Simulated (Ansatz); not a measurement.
**Graphite**

Computed with HSE06-D3(BJ) (PAW; Ansatz, an electronic-structure program).

Cell: relaxed at this level.

```yaml
interlayer_binding_energy: 25.0 meV/Å²
layer_repeat_distance: 3.362 Å
gap_between_the_layers: 3.362 Å
```

Measured, for comparison: interlayer binding energy 23.3 ± 2 meV/Å² (temperature not stated, not corrected to a static lattice, bulk; as tabulated in Ning et al. (2022), arXiv:2204.11717). Computed (rounded) less measured: interlayer binding energy +7 % (inside the measured uncertainty).

Note: exact exchange on metals is sensitive to the k mesh and can open a false gap.

Computed values are for the static lattice.

Computing time: roughly 13 core-minutes.
